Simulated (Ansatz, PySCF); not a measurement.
System: CHO, charge 0, multiplicity 2. It need not be the lowest isomer of its formula. SMILES: [CH]=O
Geometry: optimised at B3LYP-D3(BJ)/def2-TZVP (Ansatz, an electronic-structure program).

Property: atomisation energy (electronic, to ground-state atoms), in eV. Valence correlation only, unless marked. Open shells are spin-unrestricted. Spin-orbit coupling is left out. No relativistic terms. The coupled-cluster limit lacks core correlation, which all-electron functionals hold. CBS marks a two-point X^-3 extrapolation of the correlation energy; Hartree-Fock from the larger set.

```csv
level,program,atomisation energy (eV)
HF/cc-pVDZ,Ansatz,7.65
HF/def2-SVP,Ansatz,8.02
HF/def2-TZVPD,PySCF,7.89
BP86/def2-TZVPD,PySCF,12.81
PBE0-D4/def2-TZVP,Ansatz + dftd4,12.16
PBE0/def2-TZVP,Ansatz,12.15
wB97X/def2-TZVPD,Ansatz,12.07
"MP2/CBS(def2-TZVPPD,def2-QZVPPD)",Ansatz,12.54
RI-MP2/aug-cc-pVTZ,Ansatz,12.24
RI-MP2/cc-pVTZ,Ansatz,12.16
CCSD/6-31G*,Ansatz,10.79
"CCSD/CBS(cc-pVTZ,cc-pVQZ)",Ansatz,11.69
CCSD(T)/aug-cc-pVDZ,Ansatz,11.14
CCSD(T)/def2-SVP,Ansatz,11.51
"CCSD(T)/CBS(aug-cc-pVTZ,aug-cc-pVQZ)",Ansatz,12.06
```
